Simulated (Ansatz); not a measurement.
# C5H12S: ionisation energy by level of theory

One table from this session's results is given with a row withheld; the runs are named, their logs left out.

Method: unrestricted cation, the program's frozen cores in correlated methods; program: Ansatz 0.2.0, Gaussian basis.

The runs, in order: UKS PBE-D4/def2-TZVPP; UKS r2SCAN-D4/def2-TZVPP; UKS PBE0-D4/def2-TZVPP; UKS B3LYP-D4/def2-TZVPP; UKS wB97X-V/def2-TZVPP; UKS wB97M-V/def2-TZVPP; UKS B2PLYP/def2-TZVPP; UHF-CCSD(T)/def2-TZVPP; UHF-MP2/def2-QZVPP; extrapolation to the limit; then −ε(HOMO) from the neutral's earlier runs with LDA (SPW92), PBE-D4, revPBE-D4, BLYP-D4, r2SCAN-D4, B97M-V, PBE0-D4, B3LYP-D4, r2SCANh-D4, r2SCAN0-D4, HSE06-D4, BHLYP-D4, CAM-B3LYP-D4, LC-ωPBE, ωB97X-V, ωB97M-V.

## The geometry

An earlier PBE0-D4 in a triple-zeta def2 set relaxation fixed the geometry.

SMILES `CC(C)C(C)S`, 18 atoms, charge 0, spin multiplicity 1.

Atoms are counted from 1 here; the program's logs count them from 0.

Bond lengths: C1–C2 1.524 Å, C1–H7 1.091 Å, C1–H8 1.095 Å, C1–H9 1.092 Å, C2–C3 1.523 Å, C2–C4 1.533 Å, C2–H10 1.098 Å, C3–H11 1.095 Å, C3–H12 1.092 Å, C3–H13 1.091 Å, C4–C5 1.517 Å, C4–S6 1.830 Å, C4–H14 1.096 Å, C5–H15 1.092 Å, C5–H16 1.092 Å, C5–H17 1.093 Å, S6–H18 1.342 Å. Angles: C2–C1–H7 112.6°, C2–C1–H8 110.9°, C2–C1–H9 110.1°, H7–C1–H8 108.1°, H7–C1–H9 107.5°, H8–C1–H9 107.5°, C1–C2–C3 109.7°, C1–C2–C4 111.2°, C1–C2–H10 108.3°, C3–C2–C4 111.9°, C3–C2–H10 108.4°, C4–C2–H10 107.1°, C2–C3–H11 110.6°, C2–C3–H12 110.4°, C2–C3–H13 112.4°, H11–C3–H12 107.8°, H11–C3–H13 107.6°, H12–C3–H13 107.8° and more.

Coordinates:

```
C     0.1965   -0.9298    1.4532
C     0.6458   -0.0712    0.2767
C     1.7393   -0.7942   -0.4989
C    -0.5399    0.3041   -0.6198
C    -1.6561    1.0173    0.1197
S     0.0917    1.3523   -1.9808
H    -0.4843   -0.4016    2.1219
H    -0.3066   -1.8374    1.1040
H     1.0617   -1.2402    2.0433
H     1.0611    0.8655    0.6713
H     1.3533   -1.7212   -0.9346
H     2.5672   -1.0567    0.1637
H     2.1415   -0.1885   -1.3126
H    -0.9273   -0.6161   -1.0712
H    -2.0998    0.3704    0.8799
H    -2.4548    1.3107   -0.5645
H    -1.2805    1.9212    0.6056
H    -1.1089    1.7151   -2.4569
```

The first run:

The input, in.yaml:

```yaml
crystal:
  periodic: [false, false, false]
  atoms:
    - {symbol: C, position_ang: [0.196485, -0.929825, 1.453225]}
    - {symbol: C, position_ang: [0.645792, -0.071190, 0.276749]}
    - {symbol: C, position_ang: [1.739283, -0.794173, -0.498851]}
    - {symbol: C, position_ang: [-0.539897, 0.304104, -0.619808]}
    - {symbol: C, position_ang: [-1.656058, 1.017302, 0.119651]}
    - {symbol: S, position_ang: [0.091686, 1.352308, -1.980842]}
    - {symbol: H, position_ang: [-0.484307, -0.401595, 2.121857]}
    - {symbol: H, position_ang: [-0.306572, -1.837364, 1.103973]}
    - {symbol: H, position_ang: [1.061735, -1.240197, 2.043334]}
    - {symbol: H, position_ang: [1.061057, 0.865537, 0.671265]}
    - {symbol: H, position_ang: [1.353329, -1.721154, -0.934610]}
    - {symbol: H, position_ang: [2.567213, -1.056727, 0.163725]}
    - {symbol: H, position_ang: [2.141518, -0.188453, -1.312566]}
    - {symbol: H, position_ang: [-0.927329, -0.616052, -1.071212]}
    - {symbol: H, position_ang: [-2.099772, 0.370401, 0.879903]}
    - {symbol: H, position_ang: [-2.454762, 1.310739, -0.564462]}
    - {symbol: H, position_ang: [-1.280519, 1.921222, 0.605626]}
    - {symbol: H, position_ang: [-1.108902, 1.715115, -2.456946]}
basis:
  gaussian: {orbitals: def2-TZVPP}
total_charge: 1
magnetization: {spin_polarized: true, initial_magnetization: 1}
hamiltonian: {xc: pbe, dispersion: d4}
```

On the command line:

```console
$ ansatz run in.yaml --threads 2 --pin off --events-out ev --progress --plain --max-ram 32768MiB --backend cuda --devices 0, --max-vram 18GiB
```

Among the steps run: Cation, UKS PBE-D4/def2-TZVPP; Cation, UKS r2SCAN-D4/def2-TZVPP; Cation, UKS PBE0-D4/def2-TZVPP; Cation, UKS B3LYP-D4/def2-TZVPP; Cation, UKS wB97X-V/def2-TZVPP; Cation, UKS wB97M-V/def2-TZVPP; Cation, UKS B2PLYP (frozen core)/def2-TZVPP; Cation, UHF-CCSD(T)/def2-TZVPP; Cation, UHF-MP2/def2-QZVPP.

One of the session's tables, all rows but one given; the rest of the session is left out.

For comparison, −ε(HOMO) of the neutral from earlier runs:

| functional | −ε(HOMO) (eV) |
| --- | --- |
| LDA (SPW92) | 5.55 |
| PBE-D4 | 5.42 |
| revPBE-D4 | 5.37 |
| BLYP-D4 | 5.27 |
| r2SCAN-D4 | 5.67 |
| B97M-V | 5.80 |
| PBE0-D4 | 6.66 |
| B3LYP-D4 | 6.43 |
| r2SCANh-D4 | 6.13 |
| r2SCAN0-D4 | 6.83 |
| HSE06-D4 | 6.26 |
| BHLYP-D4 | 7.77 |
| CAM-B3LYP-D4 | 8.02 |
| LC-ωPBE | 9.44 |
| ωB97X-V | 9.08 |
| ωB97M-V | ? |

Estimate the missing values for ωB97M-V.

As computed: −ε(HOMO) (eV): 8.92. In the column «−ε(HOMO) (eV)» it lies between CAM-B3LYP-D4 (8.02) and ωB97X-V (9.08).
